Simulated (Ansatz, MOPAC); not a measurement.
Species: C2H6N, net charge 0, doublet state. SMILES: C[N]C

Atoms: C1, N2, C3, H4, H5, H6, H7, H8, H9. Bonds: C1-N2, C1-H4, C1-H5, C1-H6, N2-C3, C3-H7, C3-H8, C3-H9.

Bond lengths (Å) and angles (degrees) optimised at PM7 with MOPAC; HF/STO-3G with Ansatz (an electronic-structure program); B3LYP/LANL2DZ with Ansatz, each started from the B3LYP-D3(BJ)/def2-TZVP structure (Ansatz) of the last column. A row stands for all coordinates that are equal there. At PM7 the structure is a saddle point. No wavenumbers were computed at HF/STO-3G, B3LYP/LANL2DZ, so these may be saddle points.

```csv
coordinate,PM7,HF/STO-3G,B3LYP/LANL2DZ,B3LYP-D3(BJ)/def2-TZVP
C1-N2,1.437,1.502,1.475,1.435
C1-H4,1.105,1.090,1.106,1.101
C1-H5,1.109,1.088,1.094,1.090
C1-N2-C3,115.2,108.1,112.3,112.1
N2-C1-H4,112.9,110.8,111.6,111.2
N2-C1-H5,108.1,109.0,109.5,110.6
H4-C1-H5,107.6,108.8,108.8,108.7
H4-C1-H6,107.5,108.4,106.6,106.2
```

Mean signed difference of all 8 bond lengths from B3LYP-D3(BJ)/def2-TZVP: PM7 0.007 Å, HF/STO-3G 0.011 Å, B3LYP/LANL2DZ 0.013 Å.
